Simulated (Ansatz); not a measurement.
Species: formaldehyde, CH2O, net charge 0, singlet state. SMILES: C=O
Structure (B3LYP-D3(BJ)/def2-TZVP (Ansatz, an electronic-structure program) minimum search):
```
C
O 1 1.1989
H 1 1.1075 2 122.05
H 1 1.1075 3 115.91 2 180.00
```
Charge 0, spin multiplicity 1.

Wanted: size of the dipole moment, in D. Terms: LANL2DZ all-electron up to Ne; spin-orbit terms left out; non-relativistic; no dispersion term unless named; 6-311+G** with 5d; six Cartesian d functions in 6-31G* and its kin unless marked 5d. First-principles rows: single points at B3LYP-D3(BJ) geometries (Ansatz).

Measured values: NIST CCCBDB, as tabulated in the package chemicals; dipoles are vibrational averages. 

Value to compare with, the measured value: 2.33 D.

| level | program | size of the dipole moment (D) | error |
|---|---|---|---|
| B3LYP/STO-3G | Ansatz | 1.29 | -1.04 |
| B3LYP/3-21G | Ansatz | 2.01 | -0.32 |
| B3LYP/LANL2DZ | Ansatz | 2.59 | 0.26 |
| B3LYP/6-31G | Ansatz | 2.34 | 0.01 |
| B3LYP/6-31G* | Ansatz | 2.16 | -0.17 |
| B3LYP/6-31+G* | Ansatz | 2.47 | 0.14 |
| B3LYP/6-31G** | Ansatz | 2.15 | -0.18 |
| B3LYP/def2-SVP | Ansatz | 2.14 | -0.19 |
| B3LYP/cc-pVDZ | Ansatz | 2.06 | -0.27 |
| B3LYP/6-311+G** | Ansatz | 2.46 | 0.13 |

Among the 10 habitual levels, B3LYP/STO-3G lies farthest from the measured value (-1.04 D) and B3LYP/6-31G nearest (0.01); 4 of 10 lie above it, and their mean absolute error is 0.27 D, the median 0.18. One case shows no general order.

The sets are all those run for this method; runs whose electronic state is in doubt are left out.
